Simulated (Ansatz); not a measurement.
The same path of BFH2O + H2 (7 atoms, charge 0, multiplicity 1) was run twice with different band settings. Lost on the way: B1–F2, H6–H7. Made: B1–H6, F2–H7.

All numbers below come from RKS PBE/def2-SVP in Ansatz.

Relaxed end points:

```xyz
7
Properties=species:S:1:pos:R:3
B 0.072 -0.701 -0.283
F -0.072 -0.077 0.901
H 1.178 -0.856 -0.753
O -1.011 -1.156 -0.952
H -1.844 -0.971 -0.474
H -0.337 3.084 1.681
H -0.240 2.335 1.538
```

```xyz
7
Properties=species:S:1:pos:R:3
B -0.162 0.310 -0.317
F 0.012 0.423 2.212
H 0.888 -0.270 -0.515
O -1.373 -0.253 -0.529
H -1.310 -1.191 -0.787
H -0.193 1.502 -0.014
H -0.115 1.139 1.608
```

Common settings: movable images 7; climbing image yes; spring 5.0 eV/Å²; optimiser quadratic models (default); start path through a guess of the saddle point; iteration limit 60; end points relaxed.

| run | force threshold |
| --- | --- |
| 1 | 0.05 eV/Å |
| 2 | 0.2 eV/Å |

(1) What does each run give, and how far can it be trusted?

Results:

(1) Run 1: converged after 26 iterations, highest image 1.938 eV above the first end. The profile has 2 maxima (images 4, 7) with wells between them (image 5): this band takes more than one step, which may be the mechanism or a detour left from its start path. Neighbouring images differ by up to 1.7 eV, so the band resolves the path poorly. A vibrational analysis at the climbing image gives one clearly imaginary mode, 908i cm⁻¹: a first-order saddle point.
Run 2: converged after 22 iterations, highest image 1.939 eV above the first end. The threshold of 0.2 eV/Å is loose, so the images may lie well off the minimum-energy path. The profile has 2 maxima (images 4, 7) with wells between them (image 5): this band takes more than one step, which may be the mechanism or a detour left from its start path. Neighbouring images differ by up to 1.6 eV, so the band resolves the path poorly. Another band between the same ends (7 images) ends at a top of the same energy, where a vibrational analysis finds 1 clearly imaginary mode.
The orbitals stay closed-shell, which can raise the energy where a bond breaks towards radicals; this wasn't checked here.
